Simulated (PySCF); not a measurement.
Compound: C3H4 (triplet state).
Structure used (GFN2-xTB), in Å, numbered top down from 1:
```
atom  x, y, z in Å
C1    -1.3461   -0.0875   -0.4724
C2    -0.2524   -0.5113    0.1775
C3     0.8766    0.2426    0.4513
H4    -1.6810    0.8158   -0.9286
H5    -0.2471   -1.5410    0.5258
H6     1.7096   -0.1826    0.9798
H7     0.9438    1.2689    0.1391
```

The species is `[CH]C=C` [triplet].

Method used: UKS B3LYP, pcH-1 on C H, non-relativistic, mean-field spin-orbit, GIAO (PySCF 2.14.0). Geometry: GFN2-xTB; no solvent, vibrations or thermal averaging. This triplet need not be the ground state; the singlet was not compared here. A GFN2-xTB geometry isn't a minimum of the functional, and hyperfine couplings can be far from their values at a DFT geometry.

Principal values of hyperfine tensors in MHz (contact and dipolar terms together), for some of the nuclei:

```csv
atom,isotope,A1,A2,A3
C3,13C,42.00,48.55,122.98
H5,1H,45.17,49.68,59.12
C2,13C,-43.35,-18.91,-8.76
H7,1H,-33.24,-26.12,-9.51
H6,1H,-27.82,-15.67,1.67
H4,1H,-11.49,-8.59,36.39
```

Q: Split each tensor into its isotropic and traceless parts, and turn a_iso into mT with g = 2.0024.

A: a_iso is a third of the trace, T = A − a_iso, and a(mT) = a(MHz)/(g × 13.996).

```json
{"atom": "C3", "a_iso (MHz)": "71.17", "a_iso (mT)": "2.540", "T1": "-29.18", "T2": "-22.62", "T3": "51.80"}
{"atom": "H5", "a_iso (MHz)": "51.32", "a_iso (mT)": "1.831", "T1": "-6.15", "T2": "-1.64", "T3": "7.79"}
{"atom": "C2", "a_iso (MHz)": "-23.67", "a_iso (mT)": "-0.845", "T1": "-19.68", "T2": "4.77", "T3": "14.91"}
{"atom": "H7", "a_iso (MHz)": "-22.96", "a_iso (mT)": "-0.819", "T1": "-10.29", "T2": "-3.16", "T3": "13.44"}
{"atom": "H6", "a_iso (MHz)": "-13.94", "a_iso (mT)": "-0.497", "T1": "-13.88", "T2": "-1.73", "T3": "15.61"}
{"atom": "H4", "a_iso (MHz)": "5.44", "a_iso (mT)": "0.194", "T1": "-16.93", "T2": "-14.03", "T3": "30.96"}
```

Q: What spin density at the nucleus of H5 lies behind its contact coupling (g_N = 5.58569)?

A: a_FC = 800.24 MHz bohr³ × g_N × ρ(0)/(2S). With a_FC = 51.32 MHz and 2S = 2, ρ(0) = 0.02296 bohr⁻³. In magnitude that is 7.2 % of the 1/π = 0.318 of a free hydrogen atom.

Q: C1 (13C, g_N = 1.40482) isn't in the table. Its spin density at the nucleus is 0.3623 bohr⁻³. What is its contact coupling?

A: By the same relation, a_FC = 203.6 MHz. Its full tensor has the principal values 139.27, 219.12, 252.47 MHz.

Q: Which nucleus of the table has the largest anisotropic coupling, and what is its form?

A: C3: -29.2, -22.6, 51.8 MHz, rhombic: the two smaller values differ by 13 % of the largest.
